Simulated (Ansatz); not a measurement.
Two isomers of C4H5Cl: A = `C=CC(=C)Cl`, B = `C#CCCCl`.

Program: Ansatz. Geometries: PBE0-D4/def2-TZVP. ΔE: electronic, gas phase. CCSD(T)/CBS adds triple-zeta CCSD(T) − MP2 to the extrapolated MP2 energy (def2 sets, frozen cores). DFT in def2-TZVPP. B3LYP here is the variant with VWN-RPA as its local correlation; programs differ in this. Each species was taken in one conformer, which may not be the lowest.

Q: Which isomer does CCSD(T)/CBS put lower? Give the gap. (Best estimate.)

A: Computed: A, by 14.8 kcal/mol.

Q: Give E(B) − E(A) in kcal/mol with B3LYP, MP2/def2-TZVPP, CCSD/def2-TZVPP, ωB97M-V, PBE0-D4, HF/def2-TZVPP, B2PLYP. (Estimate.)

A: Ansatz gave: B3LYP 16.7, MP2/def2-TZVPP 12.8, CCSD/def2-TZVPP 13.7, ωB97M-V 14.8, PBE0-D4 17.4, HF/def2-TZVPP 12.2, B2PLYP 14.9. None reverses the order clearly.

Largest T1 diagnostic: 0.011.

The D4 term adds +1.1 kcal/mol with B3LYP and +0.5 kcal/mol with PBE0; it sums over pairs of atoms, weighted by their polarisabilities, and B3LYP, whose exchange is more repulsive, gets the larger term. From PBE to PBE0 (25 % exact exchange), in def2-TZVPP and without D4, E(B) − E(A) moves by −1.5 kcal/mol.
